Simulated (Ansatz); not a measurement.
## Nudged elastic band run: C3H6N2S

Input file:

```yaml
crystal:
  periodic: [false, false, false]
  atoms:
    - { symbol: C, position_ang: [0.838219, -0.946477, 1.56054] }
    - { symbol: "N", position_ang: [1.075275, 0.042073, 0.540661] }
    - { symbol: C, position_ang: [0.114354, 0.356848, -0.349391] }
    - { symbol: "N", position_ang: [-1.040995, -0.191598, -0.527163] }
    - { symbol: C, position_ang: [-1.417589, 0.642494, -1.641658] }
    - { symbol: S, position_ang: [0.182756, 1.61198, -1.598579] }
    - { symbol: H, position_ang: [1.764579, -1.496022, 1.783759] }
    - { symbol: H, position_ang: [0.088743, -1.654619, 1.181837] }
    - { symbol: H, position_ang: [0.448505, -0.509801, 2.497622] }
    - { symbol: H, position_ang: [1.845273, 0.687535, 0.643789] }
    - { symbol: H, position_ang: [-1.533497, 0.110691, -2.599859] }
    - { symbol: H, position_ang: [-2.288524, 1.291896, -1.457556] }
basis:
  gaussian: { orbitals: def2-SVP }
hamiltonian:
  xc: pbe0
  dispersion: d4
neb:
  order_check: false
  images: 6
  f_tol: 0.05
  max_iterations: 60
  initial_path: idpp
  climbing: false
  final_atoms:
    - { symbol: C, position_ang: [0.82880639, -0.93143972, 1.57333665] }
    - { symbol: "N", position_ang: [0.99097313, 0.17240764, 0.66244761] }
    - { symbol: C, position_ang: [0.08375485, 0.40159879, -0.30667695] }
    - { symbol: "N", position_ang: [-0.93096402, -0.3160456, -0.65679157] }
    - { symbol: C, position_ang: [-1.33394176, 0.54011666, -1.74530433] }
    - { symbol: S, position_ang: [0.05174129, 1.76119821, -1.44300787] }
    - { symbol: H, position_ang: [0.27326158, -1.72476407, 1.05468055] }
    - { symbol: H, position_ang: [0.26044428, -0.65836246, 2.48070654] }
    - { symbol: H, position_ang: [1.81077892, -1.32516304, 1.87469339] }
    - { symbol: H, position_ang: [1.61680614, 0.92719732, 0.90492488] }
    - { symbol: H, position_ang: [-1.25281595, 0.08662034, -2.7464327] }
    - { symbol: H, position_ang: [-2.32174586, 1.01163593, -1.61857422] }
```

Launched with:

```bash
$ ansatz run input.yaml --threads 2 --pin off --max-ram 3072MiB --backend cpu --events-out ev --progress --plain --runs-dir out
```

Output, in part (warnings, iteration lines, the closing report on the highest movable image, with atoms numbered from 0):

```
NEB end point (image 0): max|allowed force component| = 8.272e-3 eV/Å (the criterion of neb.relax_end_points is 1.000e-2)
NEB end point (image 7): max|allowed force component| = 1.062e-2 eV/Å (the criterion of neb.relax_end_points is 1.000e-2)
NEB iter   1: max|band force component| = 7.706e-1 eV/Å  barrier→ = 0.0826 eV  barrier← = 0.0825 eV  Δτ_max = 0.0887 Å  (229 SCF iters)
NEB iter   2: max|band force component| = 2.335e-1 eV/Å  barrier→ = 0.0252 eV  barrier← = 0.0252 eV  Δτ_max = 0.0238 Å  (192 SCF iters)
NEB iter   3: max|band force component| = 1.245e-1 eV/Å  barrier→ = 0.0210 eV  barrier← = 0.0210 eV  Δτ_max = 0.0450 Å  (177 SCF iters)
NEB iter   4: max|band force component| = 1.463e-1 eV/Å  barrier→ = 0.0189 eV  barrier← = 0.0189 eV  Δτ_max = 0.0227 Å  (189 SCF iters)
NEB iter   5: max|band force component| = 1.189e-1 eV/Å  barrier→ = 0.0183 eV  barrier← = 0.0183 eV  Δτ_max = 0.0227 Å  (184 SCF iters)
NEB iter   6: max|band force component| = 1.681e-1 eV/Å  barrier→ = 0.0166 eV  barrier← = 0.0165 eV  Δτ_max = 0.0113 Å  (176 SCF iters)
NEB iter   7: max|band force component| = 1.154e-1 eV/Å  barrier→ = 0.0150 eV  barrier← = 0.0149 eV  Δτ_max = 0.0113 Å  (168 SCF iters)
NEB iter   8: max|band force component| = 4.848e-2 eV/Å  barrier→ = 0.0138 eV  barrier← = 0.0138 eV  Δτ_max = 0.0000 Å  (342 SCF iters)
Total energy: -17004.51082976 eV, -624.9042469224 hartree
Atom 0 at     0.504186    -0.673648     1.806825 Å, force     0.000850     0.000291    -0.001355 eV/Å
Atom 1 at     0.736697     0.398144     0.871443 Å, force    -0.004138     0.001565     0.002388 eV/Å
Atom 2 at     0.113479     0.394291    -0.321800 Å, force     0.002706     0.000874     0.000423 eV/Å
Atom 3 at    -0.637066    -0.523415    -0.833193 Å, force     0.002447    -0.001832    -0.000834 eV/Å
Atom 4 at    -0.878839     0.175865    -2.071820 Å, force     0.000504    -0.001342     0.000410 eV/Å
Atom 5 at     0.163207     1.648784    -1.573048 Å, force    -0.001560     0.001138     0.000573 eV/Å
Atom 6 at     0.835970    -1.633635     1.382235 Å, force    -0.009396    -0.002579    -0.005485 eV/Å
Atom 7 at    -0.564915    -0.776873     2.060029 Å, force     0.000017     0.006958     0.008042 eV/Å
Atom 8 at     1.072889    -0.481506     2.725581 Å, force     0.009252    -0.004709    -0.003525 eV/Å
Atom 9 at     1.131121     1.268478     1.195857 Å, force    -0.004548     0.001834     0.001125 eV/Å
Atom 10 at    -0.470650    -0.316174    -2.969274 Å, force     0.002996     0.000377    -0.000507 eV/Å
Atom 11 at    -1.928981     0.464691    -2.238833 Å, force     0.000871    -0.002575    -0.001255 eV/Å
Dipole moment:     0.170288     0.182469     0.326520 e Å
```

It converged. No image climbed, so the highest image needn't sit at the top of the path.

Final band (atoms are numbered from 1 in the order of the input):

```tsv
image	path coordinate (Å)	energy (eV)	dihedral H9–C1–N2–H10 (°)
0	0.00	0.000	71
1	0.50	0.001	63
2	0.99	0.001	55
3	1.49	0.003	38
4	1.98	0.014	14
5	2.47	0.014	-17
6	2.96	0.004	-37
7	3.45	0.000	-50
```

Time of the run: 2.5 min on 2 threads of AMD EPYC 7B13 (Zen 3) (shared host), peak memory 0.32 GiB.
